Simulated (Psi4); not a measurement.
Process, species as SMILES: OCl (OH-Cl) + H+ → [OH2+]Cl
B3LYP-D3(BJ)/def2-TZVP geometries, fixed; electronic energies without zero-point terms; positive where energy is released.

Basis-set convergence of the proton affinity at B3LYP with Psi4. Cartesian d functions, on some or all atoms, in 6-31G**, 6-31+G*; all else is spherical. Density fitting with the program's default auxiliary sets. Psi4's default fitting sets serve the pcseg sets less well. The proton sits at the site shown, which need not be the one that binds it best. No added dispersion term, no relativity. Functions are those of the species that has most. Reference: the value in aug-cc-pV(Q+d)Z, 159.02 kcal/mol, itself unsure by roughly 0.31 kcal/mol (its mean distance from def2-QZVPPD, def2-QZVPP, cc-pV(Q+d)Z).

| basis | functions | proton affinity (kcal/mol) |
|---|---|---|
| STO-3G | 16 | 198.16 |
| 3-21G | 26 | 168.75 |
| 6-31G | 26 | 162.89 |
| def2-SV(P) | 36 | 158.25 |
| pcseg-1 | 42 | (withheld) |
| 6-31G** | 44 | 162.88 |
| 6-31+G* | 46 | 155.88 |
| aug-cc-pV(D+d)Z | 73 | (withheld) |
| def2-TZVP | 80 | 158.86 |
| pcseg-2 | 92 | 158.98 |
| cc-pV(T+d)Z | 97 | 160.21 |
| def2-TZVPP | 101 | 159.70 |
| def2-TZVPD | 104 | 158.18 |
| jun-cc-pV(T+d)Z | 115 | 158.67 |
| def2-TZVPPD | 125 | (withheld) |
| aug-pcseg-2 | 142 | 159.06 |
| cc-pV(Q+d)Z | 179 | 159.64 |
| pcseg-3 | 190 | (withheld) |

Question: What belongs in the gaps?

Answer: 
- pcseg-1, proton affinity (kcal/mol): 156.37
- aug-cc-pV(D+d)Z, proton affinity (kcal/mol): 157.49
- def2-TZVPPD, proton affinity (kcal/mol): 158.92
- pcseg-3, proton affinity (kcal/mol): 159.09
